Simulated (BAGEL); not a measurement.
**One shape, several levels: triplet CH5Al**

We compute a comparison of 3 runs (ROHF/6-31G*, UHF/6-31G*, ROHF/def2-TZVP) of triplet CH5Al. 

The results are computed with BAGEL 1.2.2.

## (1) The system as given

CH5Al has 7 atoms, charge 0, and is taken as a triplet. SMILES of the parent species: `[CH3][AlH2]`. The coordinates come from a PBE0-D4/def2-TZVP relaxation. That shape belongs to the parent species and isn't relaxed for this state.

Bond lengths: C1–Al2 1.950 Å, C1–H3 1.093 Å, C1–H4 1.097 Å, C1–H5 1.093 Å, Al2–H6 1.590 Å, Al2–H7 1.590 Å. Angles: C1–Al2–H6 120.6°, C1–Al2–H7 120.6°, Al2–C1–H3 112.6°, Al2–C1–H4 109.5°, Al2–C1–H5 112.5°, H6–Al2–H7 118.8°, H3–C1–H4 106.7°, H3–C1–H5 108.6°, H4–C1–H5 106.6°.

## (2) A single-point energy at ROHF/6-31G(d) (density fitting with qzvpp-jkfit, spherical functions) (run 1)

calc.json reads:

```json
{ "bagel": [

{
  "title": "molecule",
  "basis": "6-31gs.json",
  "df_basis": "qzvpp-jkfit",
  "angstrom": true,
  "geometry": [
    { "atom": "C", "xyz": [   -0.448500,   -0.695600,   -0.355500 ] },
    { "atom": "Al", "xyz": [    0.562900,    0.778300,    0.424700 ] },
    { "atom": "H", "xyz": [   -1.063100,   -1.219600,    0.380800 ] },
    { "atom": "H", "xyz": [   -1.134400,   -0.306400,   -1.118200 ] },
    { "atom": "H", "xyz": [    0.193400,   -1.425500,   -0.855600 ] },
    { "atom": "H", "xyz": [    0.016000,    1.549300,    1.703400 ] },
    { "atom": "H", "xyz": [    1.934800,    1.251600,   -0.225400 ] }
  ]
},
{
  "title": "rohf",
  "nopen": 2
},
{
  "title": "print",
  "file": "orbitals.molden",
  "orbitals": true
}

]}
```

The basis set 6-31G* is read from a file made from the Basis Set Exchange's data (not shown).

On the command line:

```bash
$ BAGEL_NUM_THREADS=1 BAGEL calc.json > calc.out
```

The log of the run:

```text
* using 1 threads per process

  ===============================================================
  ===============================================================

  *** Geometry ***

  { "atom" : "C", "xyz" : [     -0.847542,     -1.314493,     -0.671798 ] },
  { "atom" : "Al", "xyz" : [      1.063727,      1.470774,      0.802567 ] },
  { "atom" : "H", "xyz" : [     -2.008968,     -2.304710,      0.719608 ] },
  { "atom" : "H", "xyz" : [     -2.143705,     -0.579012,     -2.113092 ] },
  { "atom" : "H", "xyz" : [      0.365473,     -2.693805,     -1.616850 ] },
  { "atom" : "H", "xyz" : [      0.030236,      2.927753,      3.218959 ] },
  { "atom" : "H", "xyz" : [      3.656242,      2.365181,     -0.425944 ] },

  Number of auxiliary basis functions:      293

  Since a DF basis is specified, we compute 2- and 3-index integrals:
    o Being stored without compression. Storage requirement is 0.004 GB

  Number of basis functions:       42
  Number of electrons      :       24

    * METHOD: MOLECULE                             0.07

  *** Open-shell HF ***

  === Nuclear Repulsion ===
    50.6184517267

      * DIIS with orbital gradients will be used.

  === ROHF iteration (6-31gs.json) ===
      0       -282.35993988          0.04445972           0.02
      1       -282.43380387          0.01872297           0.02
      2       -282.44556171          0.00884124           0.02
      3       -282.44887632          0.00122057           0.02
      4       -282.44899251          0.00019760           0.02
      5       -282.44901772          0.00002964           0.02
      6       -282.44901767          0.00001643           0.02
      7       -282.44901730          0.00001932           0.02
      8       -282.44901705          0.00001210           0.02
      9       -282.44901709          0.00000521           0.02
     10       -282.44901706          0.00000251           0.02
     11       -282.44901705          0.00000124           0.02
     12       -282.44901704          0.00000081           0.02
     13       -282.44901704          0.00000039           0.02
     14       -282.44901704          0.00000021           0.02
     15       -282.44901704          0.00000012           0.02
     16       -282.44901704          0.00000013           0.02
     17       -282.44901704          0.00000013           0.02
     18       -282.44901704          0.00000010           0.02
     19       -282.44901704          0.00000006           0.02
     20       -282.44901704          0.00000003           0.02
     21       -282.44901704          0.00000001           0.02
     22       -282.44901704          0.00000000           0.02
    * SCF iteration converged.

    * S^2 (ROHF) is 2.0000

    * Permanent dipole moment:
           (   -0.184683,    -0.394865,    -0.121094) a.u.

    * METHOD: ROHF                                 0.42

    * METHOD: PRINT                                0.01

  ===============================================================
```

Wall time 0.6 s (1 thread of Arm Neoverse V1, shared host).

## (3) The energy at UHF/6-31G(d) (density fitting with qzvpp-jkfit, spherical functions) (run 2)

hf.json reads:

```json
{ "bagel": [

{
  "title": "molecule",
  "basis": "6-31gs.json",
  "df_basis": "qzvpp-jkfit",
  "angstrom": "true",
  "geometry": [
    { "atom": "C", "xyz": [   -0.448500,   -0.695600,   -0.355500 ] },
    { "atom": "Al", "xyz": [    0.562900,    0.778300,    0.424700 ] },
    { "atom": "H", "xyz": [   -1.063100,   -1.219600,    0.380800 ] },
    { "atom": "H", "xyz": [   -1.134400,   -0.306400,   -1.118200 ] },
    { "atom": "H", "xyz": [    0.193400,   -1.425500,   -0.855600 ] },
    { "atom": "H", "xyz": [    0.016000,    1.549300,    1.703400 ] },
    { "atom": "H", "xyz": [    1.934800,    1.251600,   -0.225400 ] }
  ]
},
{ "title": "uhf", "nopen": 2 },
{ "title": "print", "file": "orbitals.molden", "orbitals": "true" }

]}
```

The basis set 6-31G* is read from a file made from the Basis Set Exchange's data (not shown).

On the command line:

```bash
$ BAGEL_NUM_THREADS=1 BAGEL hf.json > hf.out
```

The log of the run:

```text
* using 1 threads per process

  ===============================================================
  ===============================================================

  *** Geometry ***

  { "atom" : "C", "xyz" : [     -0.847542,     -1.314493,     -0.671798 ] },
  { "atom" : "Al", "xyz" : [      1.063727,      1.470774,      0.802567 ] },
  { "atom" : "H", "xyz" : [     -2.008968,     -2.304710,      0.719608 ] },
  { "atom" : "H", "xyz" : [     -2.143705,     -0.579012,     -2.113092 ] },
  { "atom" : "H", "xyz" : [      0.365473,     -2.693805,     -1.616850 ] },
  { "atom" : "H", "xyz" : [      0.030236,      2.927753,      3.218959 ] },
  { "atom" : "H", "xyz" : [      3.656242,      2.365181,     -0.425944 ] },

  Number of auxiliary basis functions:      293

  Since a DF basis is specified, we compute 2- and 3-index integrals:
    o Being stored without compression. Storage requirement is 0.004 GB

  Number of basis functions:       42
  Number of electrons      :       24

    * METHOD: MOLECULE                             0.07

  *** Open-shell HF ***

  === Nuclear Repulsion ===
    50.6184517267

      * DIIS with orbital gradients will be used.

  === UHF iteration (6-31gs.json) ===
      0       -282.35993988          0.04445972           0.01
      1       -282.44033335          0.01881513           0.01
      2       -282.45479124          0.00884779           0.01
      3       -282.45853301          0.00137324           0.01
      4       -282.45934079          0.00037254           0.01
      5       -282.45953734          0.00010164           0.01
      6       -282.45956587          0.00003755           0.02
      7       -282.45957227          0.00001499           0.01
      8       -282.45957326          0.00000965           0.02
      9       -282.45957352          0.00000685           0.02
[... 16 lines of this table left out ...]
     26       -282.45957348          0.00000007           0.02
     27       -282.45957348          0.00000005           0.02
     28       -282.45957348          0.00000003           0.02
     29       -282.45957348          0.00000001           0.02
    * SCF iteration converged.

    * S^2 (UHF) is 2.0654

    * Permanent dipole moment:
           (   -0.148017,    -0.352462,    -0.088382) a.u.

    * METHOD: UHF                                  0.51

    * METHOD: PRINT                                0.01

  ===============================================================
```

Wall time 0.7 s (1 thread of Arm Neoverse V1, shared host).

## (4) The energy at ROHF/def2-TZVP (density fitting with qzvpp-jkfit) (run 3)

hf.json, as its differences from that of step 3:

```diff
@@ -4,5 +4,5 @@
   "title": "molecule",
-  "basis": "6-31gs.json",
+  "basis": "def2-tzvp.json",
   "df_basis": "qzvpp-jkfit",
-  "angstrom": "true",
+  "angstrom": true,
   "geometry": [
@@ -17,4 +17,4 @@
 },
-{ "title": "uhf", "nopen": 2 },
-{ "title": "print", "file": "orbitals.molden", "orbitals": "true" }
+{ "title": "rohf", "charge": 0, "nopen": 2 },
+{ "title": "print", "file": "orbitals.molden", "orbitals": true }
```

The basis set def2-TZVP is read from a file made from the Basis Set Exchange's data (not shown).

On the command line:

```bash
$ BAGEL_NUM_THREADS=1 BAGEL hf.json > hf.out
```

The log of the run:

```text
* using 1 threads per process

  ===============================================================
  ===============================================================

  *** Geometry ***

  { "atom" : "C", "xyz" : [     -0.847542,     -1.314493,     -0.671798 ] },
  { "atom" : "Al", "xyz" : [      1.063727,      1.470774,      0.802567 ] },
  { "atom" : "H", "xyz" : [     -2.008968,     -2.304710,      0.719608 ] },
  { "atom" : "H", "xyz" : [     -2.143705,     -0.579012,     -2.113092 ] },
  { "atom" : "H", "xyz" : [      0.365473,     -2.693805,     -1.616850 ] },
  { "atom" : "H", "xyz" : [      0.030236,      2.927753,      3.218959 ] },
  { "atom" : "H", "xyz" : [      3.656242,      2.365181,     -0.425944 ] },

  Number of auxiliary basis functions:      293

  Since a DF basis is specified, we compute 2- and 3-index integrals:
    o Being stored without compression. Storage requirement is 0.023 GB

  Number of basis functions:       98
  Number of electrons      :       24

    * METHOD: MOLECULE                             0.11

  *** Open-shell HF ***

  === Nuclear Repulsion ===
    50.6184517267

      * DIIS with orbital gradients will be used.

  === ROHF iteration (def2-tzvp.json) ===
      0       -282.34141131          0.04151269           0.05
      1       -282.46046520          0.02042799           0.05
      2       -282.48566328          0.01026427           0.05
      3       -282.49387070          0.00116360           0.05
      4       -282.49412277          0.00019351           0.05
      5       -282.49417316          0.00007077           0.05
      6       -282.49417989          0.00004215           0.05
      7       -282.49418221          0.00003358           0.05
      8       -282.49418483          0.00003053           0.05
      9       -282.49418530          0.00003278           0.05
[... 22 lines of this table left out ...]
     32       -282.49418507          0.00000002           0.05
     33       -282.49418507          0.00000001           0.05
     34       -282.49418507          0.00000001           0.05
     35       -282.49418507          0.00000001           0.05
    * SCF iteration converged.

    * S^2 (ROHF) is 2.0000

    * Permanent dipole moment:
           (   -0.075108,    -0.260521,    -0.032579) a.u.

    * METHOD: ROHF                                 1.95

    * METHOD: PRINT                                0.02

  ===============================================================
```

It took 2.2 s on 1 thread of Arm Neoverse V1, shared host.

## (5) Overview of the runs

```csv
run,level,energy (Eh),dipole moment (D),⟨S²⟩,wall time
1,"ROHF/6-31G* (density fitting with qzvpp-jkfit, spherical functions)",-282.449017,1.15,2.000,0.6 s
2,"UHF/6-31G* (density fitting with qzvpp-jkfit, spherical functions)",-282.459573,1.00,2.065,0.7 s
3,ROHF/def2-TZVP (density fitting with qzvpp-jkfit),-282.494185,0.69,2.000,2.2 s
```

## (6) Outcome

| quantity | value |
| --- | --- |
| run 3: total energy | -282.49419 Eh |
| run 3: dipole moment | 0.69 D |
| run 3: ⟨S²⟩ | 2.000 |

In words: The dipole moment (its size) runs from 0.69 D (ROHF/def2-TZVP) to 1.15 D (ROHF/6-31G*). All runs together took 3.5 s, the longest 2.2 s.
